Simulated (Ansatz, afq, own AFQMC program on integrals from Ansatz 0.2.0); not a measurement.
# Where AFQMC and coupled cluster stand for Ag⁺, triplet

A free Ag cation.

Basis def2-TZVPP with its core potentials. Noble-gas cores (and the filled d shells of Ga–Kr and In–Xe) are frozen. Integrals, coupled cluster, full CI and functionals: Ansatz 0.2.0; the random walks run on the same integrals in our own AFQMC program. ph-AFQMC/CISD is guided by a CISD state made of CCSD amplitudes; releasing the constraint for a short imaginary time cuts its bias at the price of noise, slowly where states lie close. Error bars are statistical, one sigma. No spin–orbit coupling. The metal's outer-core s and p shells are frozen, which shifts wave-function levels against functionals.

Determinant: UHF, the one that the program's search chose, which needn't be the lowest solution.

No full CI on the walks' own integrals is used here; CCSDT(Q) serves as the reference and is uncertain by about the last step of the cluster series.

Cautions: no spin-orbit coupling; outer-core shells of the metal frozen; another spin lies lower (by 5.17 eV).

The T1 diagnostic is 0.0081. The weight of the determinant in the CISD state is 0.944, the ⟨S²⟩ of the determinant is 2.002 and the size of the correlated space is 10 electrons in 52 orbitals.

| level | correlation energy (eV) |
| --- | --- |
| MP2 | -8.5571 |
| CCSD | -8.1612 |
| CCSD(T) | -8.3932 |

Problem. Estimate where AFQMC with the constraint released lies against CCSD(T) on the same integrals.

Solution. 0.5 ± 0.7 kJ/mol above CCSD(T). The gap is under twice the noise, so this walk alone can't tell the two apart.

Reference: CCSDT(Q), correlation energy -8.385 eV. The released energy is read at 4.20 1/Eh (meV from the phaseless value at times in 1/Eh: -9.1 ± 2.0 at 0.60, -9 ± 3 at 1.20, -13 ± 4 at 2.00, -15 ± 6 at 3.00, -11 ± 7 at 4.20).

| level | E − E(reference) (kJ/mol) | share of correlation (%) |
| --- | --- | --- |
| CCSD(T) | -0.7 | 100.09 |
| CCSDT | 0.2 | 99.97 |
| ph-AFQMC/CISD | 0.8 ± 0.2 | 99.90 |
| released AFQMC | -0.3 ± 0.7 | 100.03 |

Released energies are given only where the last usable release times agree within the noise; a slower fall can still hide under it.
